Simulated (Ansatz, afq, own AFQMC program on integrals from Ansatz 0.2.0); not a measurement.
## AlGeH3, singlet in cc-pVDZ, levels against CCSDT(Q)

```xyz
5

Ge    0.0042    0.0000    0.6655
Al   -0.0885    0.0000   -1.6490
H     0.8354    1.0566   -0.4014
H     0.8354   -1.0566   -0.4014
H     0.3999    0.0000   -3.0142
```

Connectivity, by distances: Ge–AlH, 2 bridging H.

Basis cc-pVDZ. Noble-gas cores (and the filled d shells of Ga–Kr and In–Xe) are frozen. Integrals, coupled cluster, full CI and functionals: Ansatz 0.2.0; the random walks run on the same integrals in our own AFQMC program. The CISD trial takes its coefficients from CCSD amplitudes. Released means that phaseless walkers are propagated on without the constraint, phases kept. Uncertainties: one standard error, sampling alone. No spin–orbit coupling.

Determinant: RHF, the one that the program's search chose, which needn't be the lowest solution. The geometry is a point of a scan.

No full CI on the walks' own integrals is used here; CCSDT(Q) serves as the reference and is uncertain by about the last step of the cluster series.

Cautions: no relativity below Rb; no spin-orbit coupling; inner d shell frozen.

```
T1 diagnostic                               : 0.0172
weight of the determinant in the CISD state : 0.861
size of the correlated space                : 10 electrons in 41 orbitals
```

```
  level  correlation energy (eV)
    MP2                  -4.4319
   CCSD                  -5.3891
CCSD(T)                  -5.5892
```

(1) Estimate where phaseless AFQMC with a CISD trial lies against CCSD(T) on the same integrals.

(1) 1.47 ± 0.43 mEh below CCSD(T).

Reference: CCSDT(Q), correlation energy -5.635 eV. The released energy is read at 2.40 1/Eh (meV from the phaseless value at times in 1/Eh: 0 ± 15 at 0.24, -1 ± 14 at 0.51, 6 ± 10 at 0.99, -9 ± 14 at 1.62, -10 ± 13 at 2.40).

```csv
level,E − E(reference) (mEh),share of correlation (%)
CCSD(T),1.68,99.19
CCSDT,0.48,99.77
ph-AFQMC/CISD,0.21 ± 0.43,99.90
released AFQMC,-0.15 ± 0.47,100.07
```

A walk keeps the symmetry of its determinant, which the program's search chose and which needn't be the lowest solution, so a lower state of the same spin and another symmetry isn't excluded. Released energies are given only where the last usable release times agree within the noise; a slower fall can still hide under it.
